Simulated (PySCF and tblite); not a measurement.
The numbers below are computed, except where a source is named.
Molecule: C3H6O2, numbered as in [CH2:1]1[CH2:2][O:3][CH2:4][O:5]1.

The ring 1–2–3–4–5 is held at Altona–Sundaralingam phase angles P (ν_j = ν_max cos(P + 144°(j − 2)), ν_j about the bond from ring atom j to j + 1, counted from 0) and the rest relaxed at GFN2-xTB. Energies: PBE0/pcSseg-1 + D3(BJ), IEF-PCM benzene. Programs: tblite and PySCF.

GFN2-xTB profile:

(phase angle P °, kcal/mol): (0, 0.06), (18, 0.00), (36, 0.06), (54, 0.22), (72, 0.40), (90, 0.54), (108, 0.59), (126, 0.54), (144, 0.40), (162, 0.22), (180, 0.06), (198, 0.00), (216, 0.06), (234, 0.22), (252, 0.40), (270, 0.54), (288, 0.59), (306, 0.54), (324, 0.40), (342, 0.22)

Give the DFT energy and dipole along the phase angle P.


| phase angle P ° | E kcal/mol | dipole D | amplitude ° |
| --- | --- | --- | --- |
| 0 | 0.00 | 1.74 | 38 |
| 36 | 0.02 | 1.73 | 38 |
| 72 | 0.24 | 1.58 | 36 |
| 108 | 0.44 | 1.45 | 35 |
| 144 | 0.25 | 1.58 | 36 |
| 180 | 0.00 | 1.74 | 38 |
| 216 | 0.03 | 1.73 | 37 |
| 252 | 0.24 | 1.58 | 36 |
| 288 | 0.43 | 1.45 | 35 |
| 324 | 0.24 | 1.58 | 36 |

How free is the pseudorotation?

The sampled points span 0.44 kcal/mol, from P = 180° to P = 108°; RT at 298 K is 0.59 kcal/mol, so it is nearly free.
